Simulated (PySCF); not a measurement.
Which functional comes closest?

Molecule: `C#CC`, C$_{3}$H$_{4}$.

Cartesian coordinates in Å; atom numbers follow the order of the lines, from 1:
```xyz
7

C     1.7018   -0.0879   -0.0300
C     0.4980   -0.0258    0.0821
C    -0.9469    0.0489    0.2167
H     2.7696   -0.1428   -0.1294
H    -1.4143    0.3953   -0.7182
H    -1.3733   -0.9364    0.4616
H    -1.2344    0.7487    1.0167
```

Geometry PBE0-D3(BJ)/def2-SVP throughout; GIAO in PySCF 2.14, gas phase, one conformer, non-relativistic; equivalent atoms averaged; basis pcSseg-2.

Reference values (measured; solution, not stated per compound (mostly CDCl3 or CCl4); Pretsch, Buehlmann, Badertscher, Structure Determination of Organic Compounds, 4th ed. (2009)): δ(C3) = 3.7 ppm, δ(H5/H6/H7) = 1.80 ppm, δ(C2) = 80.4 ppm, δ(C1) = 68.3 ppm. Computed shifts are taken against TMS, calculated as an isolated molecule at each level.

Q: How do the functionals HF, LDA, PBE, BLYP, BP86, OPBE, KT2, KT3, B97-D, B3LYP, PBE0, mPW1PW91, WP04, B97-2, BHandHLYP, CAM-B3LYP, wB97X-D, LC-wPBE perform against the reference? Times are CPU seconds on shared hosts with different chips, so compare them loosely; the GGAs took longer than the global hybrids here, which isn't the general rule, and the cause wasn't traced.

A: 
```tsv
functional	kind	C3	H5/H6/H7	C2	C1	mean abs. error C	abs. error H	core-s
HF	Hartree–Fock	3.2	1.81	83.7	75.9	3.8	0.01	2.7
LDA	LDA	2.0	1.83	89.5	75.2	5.9	0.03	7.6
PBE	GGA	4.1	1.88	83.9	70.2	1.9	0.08	9.4
BLYP	GGA	4.0	1.94	82.5	67.2	1.2	0.14	9.4
BP86	GGA	4.4	1.88	83.4	69.9	1.8	0.08	9.4
OPBE	GGA	5.8	1.88	81.3	69.2	1.3	0.08	9.4
KT2	GGA	4.5	1.95	76.7	64.4	2.8	0.15	9.4
KT3	GGA	5.6	1.98	75.0	62.5	4.4	0.18	9.4
B97-D	GGA	5.0	1.93	79.8	66.2	1.3	0.13	9
B3LYP	global hybrid	3.8	1.89	84.0	70.7	2.0	0.09	6
PBE0	global hybrid	4.1	1.83	85.4	73.7	3.6	0.03	6
mPW1PW91	global hybrid	4.3	1.83	85.1	73.6	3.5	0.03	6
WP04	global hybrid	6.6	1.85	77.4	67.4	2.3	0.05	4.9
B97-2	global hybrid	4.8	1.85	82.6	71.0	2.0	0.05	5.4
BHandHLYP	global hybrid	3.5	1.85	84.8	73.9	3.4	0.05	5.4
CAM-B3LYP	range-separated hybrid	2.8	1.81	86.9	74.3	4.5	0.01	7.2
wB97X-D	range-separated hybrid	4.0	1.76	86.1	74.8	4.2	0.04	6.9
LC-wPBE	range-separated hybrid	3.6	1.65	90.5	80.3	7.4	0.15	10
```

For 13C the closest is BLYP (1.2 ppm, with OPBE, B97-D practically level) and the furthest LC-wPBE (7.4 ppm).

For 1H the closest is HF (0.01 ppm, with CAM-B3LYP, LDA, PBE0, mPW1PW91 practically level) and the furthest KT3 (0.18 ppm). One molecule is a small sample, and vibrational and solvent effects are absent from the calculation.
